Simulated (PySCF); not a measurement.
System (SMILES): N#N (N2).
Geometry (B3LYP-D3(BJ)/def2-TZVP, fixed):
```
N
N 1 1.0909
```
Charge 0, spin multiplicity 1.

Basis-set convergence of the lowest singlet excitation energy at PBE0 with PySCF. Tamm-Dancoff approximation; the state is taken by its order, and sets in which it differs in degeneracy or brightness are left out, yet its character can still change. All functions are spherical. Density fitting with generated auxiliary sets. No added dispersion term, no relativity. Reference: the value in d-aug-cc-pVTZ, 9.532 eV, itself unsure by roughly 0.004 eV (its mean distance from aug-pcseg-3, aug-cc-pVQZ, aug-pcseg-2). Deviations are taken from unrounded values. Cost is core time over that of 6-311++G(3df,3pd), rough, on shared machines of one kind; a dash marks a row that isn't timed (too short, read off another run, short of memory, by another algorithm or on other hardware).

| basis | functions | cost |
|---|---|---|
| pcseg-0 | 18 | - |
| cc-pVDZ | 28 | - |
| pcseg-1 | 28 | - |
| 6-31+G* | 36 | - |
| 6-311+G** | 44 | - |
| cc-pVTZ | 60 | 0.7× |
| pcseg-2 | 60 | 0.6× |
| 6-311++G(3df,3pd) | 78 | 1× |
| cc-pVQZ | 110 | 2× |
| pcseg-3 | 120 | 3× |
| cc-pV5Z | 182 | 9× |
| pcseg-4 | 202 | 10× |

Problem. Which is the smallest set listed that can be trusted to 0.1 eV here, that is, within that of the reference together with its larger relatives (same family, alike in diffuse functions; a set with none to test it counts only in the reference's own line)?

Solution. The smallest set listed that lies within 0.1 eV of the reference with all its larger relatives (same family, alike in diffuse functions; a set with none counts only in the reference's own line) is cc-pVDZ (28 functions, 0.059 eV off), level with pcseg-1. Value minus reference: pcseg-0 -0.175, cc-pVDZ 0.059, pcseg-1 0.039, 6-31+G* -0.009, 6-311+G** 0.000, cc-pVTZ 0.051, pcseg-2 0.012, 6-311++G(3df,3pd) 0.001, cc-pVQZ 0.027, pcseg-3 -0.006, cc-pV5Z 0.005, pcseg-4 -0.005 eV.
